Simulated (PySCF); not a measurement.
**TDDFT excited states: C4H9NO**

Compound: C₄H₉NO.
Atom-mapped SMILES: `[CH3:1][CH2:2][CH2:3][C:4]([NH2:5])=[O:6]` (hydrogens: H7, H8, H9 on C1; H10, H11 on C2; H12, H13 on C3; H14, H15 on N5)

Theory: TDDFT B3LYP/def2-SVPD, vertical, gas phase, core orbitals frozen in the response (PySCF 2.14.0, density-fitted response routines). Geometry: GFN2-xTB, one conformer, isolated molecule. Torsions of this conformer, `[CH3:1][CH2:2][CH2:3][C:4]([NH2:5])=[O:6]`: C1–C2–C3–C4 180°, C2–C3–C4–N5 180°, H–N5–C4–C3 0°, H–N5–C4–C3 180°.

Task: Predict the UV-vis stick spectrum at this level.

Result: 

| state | E (eV) | λ (nm) | ν̃ (cm⁻¹) | f | \|μ\| (D) | symmetry | main configurations (H = HOMO, L = LUMO) |
| --- | --- | --- | --- | --- | --- | --- | --- |
| S1 | 5.70 | 217.6 | 45950 | 0.0001 | 0.08 | – | H→L+1 (98%) |
| S2 | 6.48 | 191.4 | 52240 | 0.025 | 1.02 | A′ | H→L (97%) |
| S3 | 6.83 | 181.4 | 55120 | 0.0090 | 0.59 | A″ | H-1→L (94%) |
| S4 | 7.08 | 175.2 | 57070 | 0.013 | 0.68 | A′ | H→L+2 (79%), H-1→L+1 (16%) |
| S5 | 7.47 | 166.0 | 60220 | 0.080 | 1.68 | A′ | H-1→L+1 (59%), H→L+3 (18%), H→L+2 (14%) |
| S6 | 7.62 | 162.8 | 61440 | 0.0035 | 0.35 | A″ | H-1→L+2 (89%) |
| S7 | 7.68 | 161.4 | 61970 | 0.066 | 1.50 | A′ | H→L+3 (79%), H-1→L+1 (11%) |
| S8 | 7.93 | 156.3 | 63990 | 0.062 | 1.43 | A′ | H→L+4 (89%) |

Triplets, Tamm–Dancoff:

```tsv
state	E (eV)	λ (nm)	main configurations (H = HOMO, L = LUMO)
T1	5.22	237.5	H→L+1 (96%)
T2	5.66	219.0	H-1→L+1 (92%)
T3	6.40	193.9	H→L (97%)
```

The lowest singlet comes at 218 nm (550 kJ/mol) in the ultraviolet; it is dark (f under 0.0005); its leading configuration is HOMO→LUMO+1 (98%). The strongest level in the table is S5 at 7.47 eV (166 nm, f = 0.080). S1 has the pattern of n→π* at C=O. The listed states span 2.24 eV, and the widest gap between neighbours is 0.78 eV (S1 to S2). Weighted by f, the mean energy of these states is 7.50 eV. Of the 8 states listed, 5 reach f = 0.01 and 1 stays under 0.0005. No computed singlet lies in the visible range (380 to 750 nm); the lowest, at 218 nm, stands 2.43 eV above its violet end (3.26 eV). Symmetry labels in Cs follow from the direction of the transition dipole and are given only for states with f of 0.002 or more. Only the lowest 8 singlets were computed, as vertical energies without vibronic structure.
